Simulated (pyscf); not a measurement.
Optimised with ωB97X-D3(BJ)/def2-SVP in PySCF.

Q: HO–Si(SiH₃)(SiH₃)–SiH₃ + borane (BH₃) -> H₂B–O–Si(SiH₃)(SiH₃)–SiH₃ + hydrogen (H₂)
Surface: singlet. Broken: H–O, B–H. Formed: B–O, H–H. Give ΔE‡ and ΔE from ωB97M-D3(BJ)/def2-TZVP, relative to the separated reactants.

A: ΔE‡ = 5.7 kcal/mol, ΔE = -31.7 kcal/mol. Zero-point energy shifts the barrier by +1.4 kcal/mol. It is a four-centre exchange, with an imaginary mode of 1430i cm⁻¹. On the reactant side the descent ends in an adduct with a B–O contact, 18.7 kcal/mol under the separated species and 24.4 kcal/mol under the saddle at ωB97X-D3(BJ)/def2-TZVP. What is counted as formed (B–O) is already present as a longer contact in the reactant adduct; forming that adduct is a step of its own. At the saddle there is also a short B–H contact that neither side keeps. HO–Si(SiH₃)(SiH₃)–SiH₃ lies 23.7 kcal/mol over its isomer H₃Si–SiH₂–O–SiH₂–SiH₃ (electronic energy, ωB97M-D3(BJ)/def2-TZVP). One saddle was located; it need not be the lowest between these sides.
